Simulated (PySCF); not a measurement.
**Computed NMR parameters against published values**

Structure with atom numbers: `[CH3:1][CH2:2][SH:3]`. Each H is labelled by its parent atom.

Theoretical values (PySCF 2.14.0 with density-fitted response routines): structure optimised with PBE0-D3(BJ)/def2-SVP, PBE0/pcSseg-1 with gauge-including orbitals. Gas phase, non-relativistic Hamiltonian, single conformer, averaged over atoms made equivalent by symmetry, fast rotation or ring inversion.

Reference values: measured (solution, not stated per compound (mostly CDCl3 or CCl4); Pretsch, Buehlmann, Badertscher, Structure Determination of Organic Compounds, 4th ed. (2009)).
```json
{"atoms": "C1", "quantity": "δ 13C", "reference": "19.7", "computed": "22.9", "computed, scaled": "21.5"}
{"atoms": "C2", "quantity": "δ 13C", "reference": "19.1", "computed": "25.4", "computed, scaled": "20.6"}
{"atoms": "H(C2)", "quantity": "δ 1H", "reference": "2.44", "computed": "2.26", "computed, scaled": "2.35"}
{"atoms": "H(C1)", "quantity": "δ 1H", "reference": "1.31", "computed": "1.22", "computed, scaled": "1.37"}
```

Computed shifts are σ(ref) − σ with the named reference compound (TMS for H and C) calculated as an isolated molecule at the same level. The measured values may be among those fitted. Shieldings were converted by linear fits to measured shifts (mostly CDCl3, TMS scale, for H and C): 13C (scatter 1.9 ppm rms, 2.3 ppm with the 23 outliers that the fit left out, with a fitted term for attached S); 1H (scatter 0.21 ppm rms, 0.22 ppm with the 3 outliers that the fit left out). Occasional misses reach two or three times the rms, and more in compound classes unlike the fitted ones. H not on carbon is unscaled (vs computed TMS).

Question: How far are the unscaled 13C shifts from the references?

Answer: Mean signed difference +4.75 ppm, mean absolute 4.75 ppm over 2 comparisons; the largest is +6.3 ppm at C2 (sp3 CH2 bonded to S).

Question: How far are the unscaled 1H shifts from the references?

Answer: Mean signed difference -0.14 ppm, mean absolute 0.14 ppm over 2 comparisons; the largest is -0.18 ppm at H(C2) (hydrogen on an sp3 CH2 bonded to S).

4 of the 8 published NMR values on file for this molecule are compared.
